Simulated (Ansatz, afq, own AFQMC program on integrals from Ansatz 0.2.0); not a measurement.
Integrals from Ansatz 0.2.0, then the random walk in our own AFQMC program (afq).

```yaml
crystal:
  periodic: [false, false, false]
  atoms:
    - {symbol: Si, position_ang: [0.000000, -0.024816, 0.560007]}
    - {symbol: O, position_ang: [0.000000, 0.096617, -1.083436]}
    - {symbol: H, position_ang: [1.203564, -0.746254, 1.057763]}
    - {symbol: H, position_ang: [0.000000, 1.365115, 1.069958]}
    - {symbol: H, position_ang: [-1.203564, -0.746254, 1.057763]}
    - {symbol: H, position_ang: [0.000000, -0.714756, -1.591887]}
basis:
  gaussian: {orbitals: 6-31G}
magnetization: {spin_polarized: false}
correlation: {method: ccsd_t, electrons: outside_noble_gas, hamiltonian_folder: ham}
```

```sh
$ ansatz run in.yaml --threads 1 --pin off --events-out ev --progress --plain --max-ram 1382MiB
```

Options of the walk:

```
--method free --trial cisd --walkers 170 --time-step 0.03 --max-blocks 80 --target-error 0.00045 --factor-cut 1e-05 --seed 3085 --times 0,0.21,0.42,0.81,1.2,1.8,2.4,3 --taylor-order 8
```

Times are imaginary, in 1/Eh. The walk had a cap of 533 s.

Log:

```
orbitals 24  electrons 7 7  factors 170 of 343
reference energy -366.03840407 Eh
CCSD correlation -0.19918865 Eh in 9 cycles, weight of the determinant in the CISD state 0.9163
repeat  energy at the last time / Eh  error
    10  -366.241557  0.000892
    20  -366.241160  0.000628
    30  -366.241352  0.000471
    40  -366.241162  0.000394
time / (1/Eh)  energy / Eh  error  mean overlap
  0.00  -366.236903  0.000302  1.0904
  0.21  -366.239045  0.000244  1.0925
  0.42  -366.240007  0.000242  1.0973
  0.81  -366.240529  0.000222  1.0969
  1.20  -366.240644  0.000207  1.0998
  1.80  -366.240677  0.000231  1.1118
  2.40  -366.240477  0.000222  1.1280
  3.00  -366.241125  0.000386  1.1416
energy -366.241125 +/- 0.000386 Eh
```

The run passed its tests (error under three times the target), which doesn't prove that it has relaxed.

Against this walk (error 10.5 meV) on the same determinant: CCSD(T) 24.5 meV higher, the released energy of a separate walk with a CISD trial 2.6 ± 14.0 meV lower (within the noise). The error is statistical, and a free projection of finite length keeps a remainder of its start. The last points scatter (meV from the last: 16 ± 6 at 0.81, 13 ± 6 at 1.20, 12 ± 6 at 1.80, 18 ± 6 at 2.40, 0 ± 10 at 3.00); the last is the one printed as the energy, and the gaps above move with that scatter.

Cautions: remainder of the start not in the error.

The walk took 100 s on 1 thread of Intel(R) Xeon(R) Platinum 8259CL CPU @ 2.50GHz (Skylake/Cascade Lake), on a shared host. The log's last line is the free-projection energy.

A walk keeps the symmetry of its determinant, which the program's search chose and which needn't be the lowest solution, so a lower state of the same spin and another symmetry isn't excluded.
